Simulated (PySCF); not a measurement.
# NaP⁻: spin, charge, geometry and surroundings

One physical setting of the base script is moved in each run, with the edits that it forces.

Program: PySCF 2.14.0. Level of theory: each script names its method and basis. These are calculated values, not measurements.

7 further runs of the same task are left out: 7 that didn't finish.

## 1. Starting geometry

NaP⁻: 2 atoms, charge -1, spin multiplicity 2.

Bond lengths: Na1–P2 2.740 Å.

## 2. Base script

The input, input.py:

```python
from pyscf import gto, scf, ci

mol = gto.M(
    atom='Na 0 0 0; P 0 0 2.74',
    basis='lanl2dz',
    ecp={'Na': 'lanl2dz', 'P': 'lanl2dz'},
    charge=-1,
    spin=1,
    verbose=3,
)
mf = scf.UHF(mol)
mf = mf.newton()
mf.kernel()
ci.CISD(mf).kernel()
mf.dip_moment()
print('orbital energies (hartree):', [e[max(0, n-3):n+3].round(4) for e, n in zip(mf.mo_energy, mol.nelec)])
```

Run with:

```sh
python input.py
```

Its log is not repeated here.

Base result: E(SCF) = -6.493744 Eh, E(CISD) − E(SCF) = -0.03124 Eh, ⟨S²⟩ = 1.730.

⟨S²⟩ = 1.73 against 0.75 for a pure state: the determinant is spin-contaminated. The bond length is a typed value, not an optimised one. The dipole of an ion depends on the origin.

## 3. Bond 8.22 Å

Variant 1 changes bond length: 2.74 Å → 8.22 Å.

The input, input.py:

```python
from pyscf import gto, scf, ci

mol = gto.M(
    atom='Na 0 0 0; P 0 0 8.22',
    basis='lanl2dz',
    ecp={'Na': 'lanl2dz', 'P': 'lanl2dz'},
    charge=-1,
    spin=1,
    verbose=3,
)
mf = scf.UHF(mol)
mf = mf.newton()
mf.kernel()
ci.CISD(mf).kernel()
mf.dip_moment()
print('orbital energies (hartree):', [e[max(0, n-3):n+3].round(4) for e, n in zip(mf.mo_energy, mol.nelec)])
```

Run with:

```sh
python input.py
```

## 4. Electric field -0.01 a.u.

Variant 2 changes electric field: none → -0.01 a.u.

input.py: that of step 2 with these lines changed.

```diff
@@ -11,2 +11,7 @@
 mf = scf.UHF(mol)
+field = -0.01  # electric field along z, atomic units
+h = mf.get_hcore() + field*mol.intor('int1e_r')[2]
+mf.get_hcore = lambda *args: h
+e_nuc = mol.energy_nuc() - field*mol.atom_charges() @ mol.atom_coords()[:, 2]
+mf.energy_nuc = lambda *args: e_nuc
 mf = mf.newton()
```

## 5. PCM, ε = 2.27

Variant 3 changes solvent: none (gas phase) → PCM, ε = 2.27; step after the SCF: cisd → analyze.

input.py: that of step 2 with these lines changed.

```diff
@@ -1,2 +1,2 @@
-from pyscf import gto, scf, ci
+from pyscf import gto, scf, solvent
 
@@ -11,5 +11,7 @@
 mf = scf.UHF(mol)
+mf = solvent.PCM(mf)
+mf.with_solvent.eps = 2.27
 mf = mf.newton()
 mf.kernel()
-ci.CISD(mf).kernel()
+mf.mulliken_pop()
 mf.dip_moment()
```

## 6. Charge +0 (triplet)

Variant 4 changes charge: -1 → 0; spin (2S): 1 → 2.

input.py: that of step 2 with these lines changed.

```diff
@@ -6,4 +6,4 @@
     ecp={'Na': 'lanl2dz', 'P': 'lanl2dz'},
-    charge=-1,
-    spin=1,
+    charge=0,
+    spin=2,
     verbose=3,
```

Q: Predict the outcome of this session. Wanted: for each run, E(SCF); from base; SCF dipole; after the SCF.

The runs gave:

```tsv
run	E(SCF) (hartree)	from base (eV)	SCF dipole (D)	after the SCF
base	-6.493744	0	n/a	CISD correlation -0.850 eV
bond 8.22 Å	-6.473993	+0.5375	n/a	CISD correlation -0.282 eV
electric field -0.01 a.u.	-6.521504	not comparable	n/a	CISD correlation -0.979 eV
PCM, ε = 2.27	-6.537826	-1.1995	n/a	n/a
charge +0 (triplet)	-6.496335	-0.0705	5.36	CISD correlation -0.739 eV
```

The largest comparable shift of the SCF energy, -1.200 eV, comes with the run “PCM, ε = 2.27”. A continuum solvent with ε = 2.27 lowers the energy by 1.200 eV, a large gain because the system is charged. At the SCF level, going to the triplet with one electron fewer costs -0.07 eV at fixed geometry, which need not be the lowest ionisation.
